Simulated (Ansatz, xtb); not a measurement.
Species: furan, C4H4O, net charge 0, singlet state. 
Geometry from a B3LYP-D3(BJ)/def2-TZVP (Ansatz, a first-principles code) optimisation:
```
C
C 1 1.3552
O 2 1.3615 1 110.34
C 3 1.3615 2 106.94 1 0.00
C 4 1.3552 3 110.34 2 0.00
H 4 1.0753 5 133.63 1 -180.00
H 2 1.0753 1 133.63 5 -180.00
H 5 1.0766 4 126.47 6 0.00
H 1 1.0766 2 126.47 7 0.00
```
Charge 0, spin multiplicity 1.

Harmonic wavenumbers from GFN2-xTB (xtb, at its own minimum), cm⁻¹: 588, 606, 766, 781, 830, 846, 851, 855, 1027, 1056, 1080, 1164, 1170, 1233, 1374, 1451, 1566, 3169, 3170, 3184, 3193.

Problem. Give the harmonic wavenumbers at B3LYP-D3(BJ)/def2-TZVP (Ansatz, finite differences of forces, unscaled).

Solution. 616, 624, 733, 758, 845, 873, 887, 894, 1014, 1060, 1084, 1166, 1196, 1292, 1414, 1510, 1593, 3249, 3260, 3282, 3288 cm⁻¹. Zero-point energy 43.8 kcal/mol.

Problem. From these and the geometry, give the ideal-gas thermochemistry at 298.15 K and 1 atm (rigid rotor, harmonic oscillator).

Solution. Point group C2v, rotational symmetry number 2. Rotational constants 9.478, 9.326, 4.701 GHz. S(trans) 38.57, S(rot) 22.79, S(vib) 2.35, S(elec, spin only) 0.00, S 63.7 cal/(mol K). H(298) - H(0) 2.92 kcal/mol; G - E(el) 27.7 kcal/mol. Tabulated S at 1 bar: 63.9 cal/(mol K) (CRC Handbook, as tabulated in the package chemicals); it can hold hindered rotation or other conformers, which this model lacks.
